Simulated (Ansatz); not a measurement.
## Worked example: the enthalpy of formation of C3H6O2 (ethyl formate)

C3H6O2 has 11 atoms, charge 0, and is taken as a singlet. SMILES: `CCOC=O`. The shape is that of a PBE0-D4/def2-TZVP optimisation. This is one conformer, not always the lowest.

```xyz
11

C    -0.2995   -0.5249    1.2324
C     0.1608    0.6641    0.4262
O    -0.4907    0.7115   -0.8550
C     0.0573   -0.0148   -1.8241
O     1.0383   -0.6942   -1.7330
H     0.1566   -0.4946    2.2246
H    -0.0047   -1.4579    0.7506
H    -1.3843   -0.5153    1.3543
H     1.2405    0.6423    0.2700
H    -0.1147    1.6036    0.9058
H    -0.5342    0.1071   -2.7436
```

Total energies at HF/3-21G (Ansatz 0.2.0); the atoms run unrestricted:

| species | state | energy (Eh) |
| --- | --- | --- |
| C3H6O2 | singlet | -265.336734 |
| C | triplet | -37.481070 |
| O | triplet | -74.393657 |
| H | doublet | -0.496199 |

Harmonic wavenumbers at PBE/def2-SVP, in cm⁻¹: 67, 228, 260, 326, 459, 732, 801, 830, 987, 1002, 1084, 1130, 1174, 1281, 1327, 1348, 1362, 1408, 1411, 1430, 1789, 2943, 2982, 3001, 3062, 3074, 3088.

Measured heats of formation of the gaseous atoms at 298.15 K, in kJ/mol: C 716.9, O 249.2, H 218.0. Spin-orbit lowering of the atoms at 298 K (mean of the ground term's levels less their thermal mean, from spectra), in kJ/mol: C 0.02, O 0.40. Take 1 Eh = 2625.50 kJ/mol, 1 cm⁻¹ = 0.0119627 kJ/mol, RT = 2.479 kJ/mol.

Problem. Work out the heat of formation of the gas at 298 K.

Solution. 
1. Electronic atomisation energy: 3 × (-37.481070) + 2 × (-74.393657) + 6 × (-0.496199) − (-265.336734) = 1.129016 Eh = 2964.2 kJ/mol.
2. Zero-point energy: half the sum of the wavenumbers, 19293 cm⁻¹ = 230.8 kJ/mol.
3. Thermal vibrational enthalpy, Σ hcν̃/(exp(hcν̃/kT) − 1): 7.6 kJ/mol. Translation, rotation and pV of a non-linear molecule: 4 RT = 9.9 kJ/mol.
4. The 11 free atoms carry 5/2 RT each: 68.2 kJ/mol.
5. Spin-orbit coupling lowers the free atoms by 3 × 0.02 + 2 × 0.40 = 0.9 kJ/mol.
6. Atomisation enthalpy at 298 K: 2964.2 − 0.9 − 230.8 − 7.6 − 9.9 + 68.2 = 2783.2 kJ/mol.
7. Sum of the atoms' heats of formation: 3957.1 kJ/mol. Heat of formation: 3957.1 − 2783.2 = +1173.9 kJ/mol.

No measured value is set beside it here. Hartree–Fock leaves out correlation, which is larger in the molecule than in the atoms, so it underbinds and puts the heat of formation too high. Anharmonicity and any spin-orbit splitting of the molecule are left out.
